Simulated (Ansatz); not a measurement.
Results of G0W0@HSE06 (Ansatz, a program for electronic structure, plane waves, hard PAW, contour deformation, complete-basis limit) for rock-salt SnTe (cubic form, which distorts at low temperature).

Run with largest k mesh 6×6×6 (not extrapolated in the mesh).

The cell has the measured lattice: a = 6.316 Å, b = 6.316 Å, c = 6.316 Å, α = 90.00°, β = 90.00°, γ = 90.00°.

Task: Give the computed band gap.

Result: 
band gap: 0.20 eV

Measured, for comparison: band gap 0.3 eV (4 K, zero-point motion not removed, bulk gap, ARPES or transport; rounded; as tabulated in Ando (2013), arXiv:1304.5693).

Note: filled d or f shells below the valence bands can shift G0W0 gaps through exchange with them, which wasn't tested here; GW on a hybrid start was not checked against another program; symmetry holds this phase in the static calculation, where it need not be a minimum; cell and atoms aren't relaxed at this level; the gap holds a correction of +0.11 eV to the complete basis.

Spin–orbit coupling is not included; it can close the smallest gap of 0.20 eV.

Computed values are for the static lattice.
